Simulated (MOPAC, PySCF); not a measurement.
CHN, SMILES `C#N`, neutral singlet in the gas phase. 

Cartesian coordinates (Å):
SMILES: C#N
```xyz
3

C     -0.0247     0.0005     0.0000
N      1.1288    -0.0220     0.0000
H     -1.1041     0.0215     0.0000
```
Charge 0, spin multiplicity 1.

All levels are single points at this geometry (PBE0-D3(BJ)/def2-SVP); Pople sets use spherical d functions. Orbital energies aren't observables, and empty levels follow the basis.

B3LYP-D3(BJ)/def2-TZVP in PySCF gives dipole (D) = 3.05.

Task: Estimate the dipole (D) from each of these levels: M06-2X/def2-TZVP in PySCF; PBE-D3(BJ)/def2-TZVP in PySCF; B3LYP/3-21G in PySCF; B3LYP/6-311+G** in PySCF; M06-2X/6-31G* in PySCF; SVWN5/6-31G* in PySCF; HF/6-31G* in PySCF; PM3 in MOPAC.

Result: 
```tsv
level	dipole (D)
M06-2X/def2-TZVP in PySCF	3.07
PBE-D3(BJ)/def2-TZVP in PySCF	2.94
B3LYP/3-21G in PySCF	2.74
B3LYP/6-311+G** in PySCF	3.07
M06-2X/6-31G* in PySCF	2.94
SVWN5/6-31G* in PySCF	2.86
HF/6-31G* in PySCF	3.25
PM3 in MOPAC	2.71
```
